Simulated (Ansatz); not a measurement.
# CaNi2: computed properties

Method: DFT PBEsol, scalar-relativistic, plane waves, PAW in Ansatz 0.2.0.

Settings: cutoff 420 eV, Γ-centred mesh 10×10×10 on the computed 6-atom cell, Gaussian smearing of 0.10 eV; no spin polarisation.

The structure is relaxed at this level of theory with its symmetry kept. Whether it is the stable form of this composition wasn't checked.

The structure is cubic, space group Fd-3m (No. 227). Conventional cell: a = 7.066 Å, b = 7.066 Å, c = 7.066 Å, α = 90.00°, β = 90.00°, γ = 90.00°. Around Ca (site symmetry -43m) lie 12 Ni at 2.93 Å and 4 Ca at 3.06 Å. Ni (site symmetry -3m) has 6 Ni at 2.50 Å as nearest neighbours.

* Volume per atom: 14.70 Å³
* Formation energy from the elements' standard states (uncorrected): -0.179 eV/atom
* Kohn–Sham band gap: none (metal)
* Density of states at the Fermi level: 6.13 states/eV per cell
* Löwdin character within 0.5 eV of the Fermi level: Ni 3d 73 %, Ca 4s 9 %, unprojected 11 %
* Bulk modulus: 105 GPa
* Its pressure derivative: 4.4
* Bader charges (e): Ca (2 in the cell) 1.17, Ni (4 in the cell) -0.59

Spin polarisation was left out, and a magnetic state may lie lower.

A ferromagnetic start lost its moments in a first run, so spin was left out; other magnetic orders weren't tried.